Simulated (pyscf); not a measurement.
H₂N–Ta(=O)(OH)–Cl (SMILES [NH2][Ta](=[O])([OH])[Cl]) → O=Ta(=O)–Cl (SMILES [O]=[Ta](=[O])[Cl]) + NH₃ (SMILES N), an elimination (singlet surface; H–O, N–Ta broken, H–N formed). PySCF, gas phase, ωB97X-D3(BJ)/def2-SVP geometries. Energies in eV from the reactant's lowest minimum found.

Small-basis levels: PySCF, no dispersion term, spherical d functions. AM1 to PM7: differences of heats of formation from MOPAC, which are fitted to 298 K values and so differ in kind from electronic energies by zero-point and thermal terms. Cost: rough CPU time at the saddle relative to B3LYP/6-31G*+LANL2DZ, from one job on a shared machine.

```json
[
 {"level": "HF/6-31G*+LANL2DZ", "barrier": "2.69", "reaction energy": "+3.52", "cost": "0.1"},
 {"level": "MP2/6-31G*+LANL2DZ", "barrier": "2.02", "reaction energy": "+2.92", "cost": "0.2"},
 {"level": "SVWN5/6-31G*+LANL2DZ", "barrier": "1.68", "reaction energy": "+3.54", "cost": "1"},
 {"level": "BP86/6-31G*+LANL2DZ", "barrier": "1.81", "reaction energy": "+2.97", "cost": "2"},
 {"level": "PBE/6-31G*+LANL2DZ", "barrier": "1.79", "reaction energy": "+3.00", "cost": "2"},
 {"level": "B3LYP/LANL2DZ", "barrier": "2.37", "reaction energy": "+3.65", "cost": "0.8"},
 {"level": "B3LYP/6-31G*+LANL2DZ", "barrier": "2.04", "reaction energy": "+3.10", "cost": "1"},
 {"level": "B3LYP/6-311+G**+LANL2DZ", "barrier": "2.21", "reaction energy": "+3.14", "cost": "1"},
 {"level": "PBE/def2-SVP", "barrier": "1.75", "reaction energy": "+3.13", "cost": "2"},
 {"level": "B3LYP/def2-SVP", "barrier": "2.01", "reaction energy": "+3.25", "cost": "1"},
 {"level": "PM6", "barrier": "2.06", "reaction energy": "+1.01", "cost": "under 0.02"},
 {"level": "PM7", "barrier": "2.81", "reaction energy": "+2.02", "cost": "under 0.02"},
 {"level": "ωB97M-D3(BJ)/def2-TZVP", "barrier": "2.06", "reaction energy": "+3.28", "cost": "–"}
]
```

Against the last row the barrier runs from -0.38 (SVWN5/6-31G*+LANL2DZ) to +0.74 eV (PM7). ωB97M-D3(BJ)/def2-TZVP has limits of its own. On the product side the descent ends in an adduct with a N–Ta contact, 2.53 eV under the separated species and 1.16 eV under the saddle at ωB97X-D3(BJ)/def2-TZVP. At ωB97M-D3(BJ) the saddle lies under the separated products, which points to a path from their complex (located at ωB97X-D3(BJ) alone), and parting the products costs more than the saddle. What is counted as broken (N–Ta) persists as a longer contact in the product adduct; parting that adduct is a step of its own. At the saddle there is also a short H–Ta contact that neither side keeps. One saddle was located; it need not be the lowest between these sides. In the def2 sets elements past Kr carry core potentials, without spin-orbit coupling.
